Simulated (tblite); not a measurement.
Species: C4H9OP.
SMILES with atom numbers: `[CH2:1]=[CH:2][CH2:3][P@H:4]([CH3:5])=[O:6]` (hydrogens: H7, H8 on C1; H9 on C2; H10, H11 on C3; H12 on P4; H13, H14, H15 on C5)

Computed with GFN2-xTB (tblite), gas phase: L-BFGS steps from a force-field or distance-geometry start until the largest atomic force falls under 0.01 eV/Å.

Step 23: E = -537.3684 eV
```
atom  x, y, z in Å  |  force x, y, z in eV/Å
C1     -2.4106    0.3554   -0.6014   -0.014   0.019  -0.003
C2     -1.6341   -0.1602    0.3313   -0.030  -0.046  -0.019
C3     -0.3971   -0.9372    0.0474    0.076   0.009   0.035
P4      1.0639   -0.1288    0.8402    0.023   0.091  -0.055
C5      2.1126    0.5726   -0.4884   -0.001  -0.009   0.028
O6      1.7805   -0.9895    1.7848    0.007   0.018  -0.026
H7     -3.3034    0.8996   -0.3561   -0.054   0.073  -0.011
H8     -2.1842    0.2453   -1.6479   -0.016  -0.003  -0.062
H9     -1.8791   -0.0347    1.3781    0.032  -0.030   0.027
H10    -0.2333   -1.0350   -1.0280    0.005  -0.035   0.037
H11    -0.4573   -1.9330    0.4951    0.023  -0.012  -0.005
H12     0.5249    1.0201    1.4222   -0.041  -0.022   0.034
H13     2.6665    1.4107   -0.0646    0.027  -0.074  -0.031
H14     1.5261    0.9201   -1.3359    0.031  -0.024   0.071
H15     2.8202   -0.1972   -0.7988   -0.068   0.045  -0.020
```

Step 24: E = -537.3700 eV
```
atom  x, y, z in Å  |  force x, y, z in eV/Å
C1     -2.4072    0.3575   -0.6014   -0.028  -0.007   0.000
C2     -1.6350   -0.1642    0.3323   -0.010  -0.020  -0.044
C3     -0.3969   -0.9409    0.0467    0.059   0.010   0.038
P4      1.0604   -0.1262    0.8391    0.049   0.069  -0.052
C5      2.1112    0.5747   -0.4881   -0.008  -0.015   0.020
O6      1.7773   -0.9861    1.7845    0.005   0.027  -0.025
H7     -3.2993    0.9051   -0.3585   -0.037   0.066   0.000
H8     -2.1853    0.2442   -1.6499   -0.002  -0.003  -0.012
H9     -1.8737   -0.0357    1.3818    0.022  -0.036  -0.033
H10    -0.2313   -1.0426   -1.0285   -0.010  -0.018   0.052
H11    -0.4521   -1.9360    0.4969    0.015  -0.005  -0.002
H12     0.5220    1.0230    1.4200   -0.052  -0.021   0.035
H13     2.6712    1.4071   -0.0594    0.024  -0.102  -0.052
H14     1.5247    0.9301   -1.3329    0.039  -0.023   0.083
H15     2.8096   -0.2020   -0.8045   -0.066   0.077  -0.008
```

Step 25: E = -537.3717 eV
```
atom  x, y, z in Å  |  force x, y, z in eV/Å
C1     -2.4035    0.3597   -0.6013   -0.039  -0.031  -0.001
C2     -1.6353   -0.1689    0.3330    0.010   0.012  -0.059
C3     -0.3957   -0.9454    0.0467    0.015   0.011   0.029
P4      1.0575   -0.1229    0.8372    0.047   0.025  -0.018
C5      2.1093    0.5766   -0.4875   -0.013  -0.013   0.007
O6      1.7738   -0.9807    1.7852    0.011   0.035  -0.021
H7     -3.2945    0.9125   -0.3612   -0.003   0.045   0.009
H8     -2.1852    0.2423   -1.6517    0.004   0.001   0.043
H9     -1.8671   -0.0370    1.3853    0.008  -0.042  -0.090
H10    -0.2303   -1.0517   -1.0282   -0.015  -0.002   0.053
H11    -0.4474   -1.9402    0.4988    0.013   0.008   0.006
H12     0.5165    1.0259    1.4157   -0.057  -0.014   0.034
H13     2.6773    1.4004   -0.0531    0.034  -0.102  -0.060
H14     1.5231    0.9426   -1.3272    0.028  -0.010   0.069
H15     2.7971   -0.2051   -0.8135   -0.045   0.077  -0.001
```

Step 26: E = -537.3733 eV
```
atom  x, y, z in Å  |  force x, y, z in eV/Å
C1     -2.3998    0.3612   -0.6009   -0.042  -0.043  -0.005
C2     -1.6345   -0.1733    0.3332    0.024   0.036  -0.058
C3     -0.3942   -0.9509    0.0474   -0.030   0.010   0.011
P4      1.0550   -0.1198    0.8348    0.017  -0.018   0.028
C5      2.1070    0.5781   -0.4868   -0.014  -0.005  -0.005
O6      1.7701   -0.9734    1.7873    0.025   0.037  -0.012
H7     -3.2884    0.9212   -0.3637    0.031   0.017   0.016
H8     -2.1832    0.2396   -1.6522    0.004   0.006   0.074
H9     -1.8597   -0.0384    1.3873   -0.010  -0.042  -0.117
H10    -0.2309   -1.0616   -1.0270   -0.008   0.009   0.037
H11    -0.4438   -1.9454    0.5006    0.014   0.022   0.019
H12     0.5084    1.0284    1.4086   -0.054  -0.008   0.033
H13     2.6847    1.3904   -0.0460    0.054  -0.075  -0.053
H14     1.5212    0.9579   -1.3189    0.003   0.011   0.036
H15     2.7838   -0.2061   -0.8256   -0.014   0.046  -0.003
```

Question: Estimate the geometry and energy of step 27. (The exact step hangs on the optimiser's Hessian estimate; all steps are aligned on step 26, rigid shifts and turns removed.)

Answer: E = -537.3750 eV, largest force 0.114 eV/Å
```
atom  x, y, z in Å  |  force x, y, z in eV/Å
C1     -2.3961    0.3617   -0.6003   -0.037  -0.039  -0.011
C2     -1.6325   -0.1770    0.3327    0.028   0.042  -0.042
C3     -0.3932   -0.9572    0.0484   -0.053   0.007  -0.008
P4      1.0524   -0.1174    0.8324   -0.021  -0.043   0.065
C5      2.1042    0.5794   -0.4863   -0.013   0.003  -0.012
O6      1.7667   -0.9644    1.7910    0.040   0.030   0.000
H7     -3.2805    0.9307   -0.3656    0.050  -0.008   0.023
H8     -2.1795    0.2363   -1.6510   -0.001   0.009   0.064
H9     -1.8521   -0.0399    1.3873   -0.031  -0.036  -0.104
H10    -0.2327   -1.0720   -1.0252    0.005   0.016   0.009
H11    -0.4410   -1.9513    0.5027    0.012   0.033   0.034
H12     0.4980    1.0309    1.3992   -0.044  -0.008   0.031
H13     2.6936    1.3775   -0.0381    0.074  -0.038  -0.039
H14     1.5185    0.9763   -1.3087   -0.023   0.030   0.001
H15     2.7698   -0.2055   -0.8404    0.014   0.002  -0.009
```

The energy changes by -0.0016 eV. The first-order estimate −F·Δx gives -0.0022 eV and the mean of the old and new forces, exact on a quadratic surface, -0.0016 eV. The step makes an angle of 78° with the force vector and moves no atom by more than 0.021 Å.

Hardware: one thread, Arm Neoverse V2, no GPU (shared host).
